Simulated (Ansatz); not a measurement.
Geometry optimisation, Ansatz, RKS r2SCAN/def2-SVP.

Input file:

```yaml
crystal:
  periodic: [false, false, false]
  atoms:
    - { symbol: F, position_ang: [-1.38362, 0.50354, -1.0872] }
    - { symbol: C, position_ang: [-0.34281, 0.64923, -0.39252] }
    - { symbol: C, position_ang: [0.27115, -0.44418, 0.29396] }
    - { symbol: F, position_ang: [-0.32494, -1.62818, 0.15814] }
    - { symbol: H, position_ang: [0.05854, 1.66894, -0.35254] }
    - { symbol: H, position_ang: [1.3476, -0.53873, -0.00603] }
    - { symbol: H, position_ang: [0.37408, -0.21062, 1.38619] }
total_charge: 1
basis:
  gaussian: { orbitals: def2-SVP }
hamiltonian:
  xc: r2scan
relax:
  f_tol: 0.015
  max_steps: 40
```

Launched with:

```bash
$ ansatz run input.yaml --threads 1 --pin off --max-ram 2048MiB --backend cpu --events-out ev --progress --plain --runs-dir out
```

Q: Where does it end, and by what steps?

A: The forces met the threshold. After 5 steps the energy has fallen by 0.060 eV; H6 moved furthest, 0.04 Å.

```
step  energy less start (eV)  largest force component (eV/Å)  accepted
   0                  0.0000                           1.276       yes
   1                 -0.0487                           0.784       yes
   2                 -0.0590                           0.112       yes
   3                 -0.0590                           0.112       yes
   4                 -0.0571                           0.265        no
   5                 -0.0596                           0.006       yes
```

```xyz
7
Properties=species:S:1:pos:R:3
F -1.363 0.475 -1.065
C -0.331 0.639 -0.382
C 0.271 -0.478 0.302
F -0.359 -1.633 0.134
H 0.071 1.669 -0.343
H 1.346 -0.502 -0.026
H 0.363 -0.171 1.380
```

Whether the end is a true minimum wasn't checked by a vibrational analysis.

Run time: 36 s on 1 thread of AMD EPYC (Zen 3), with other jobs on the host, peak memory 0.13 GiB.
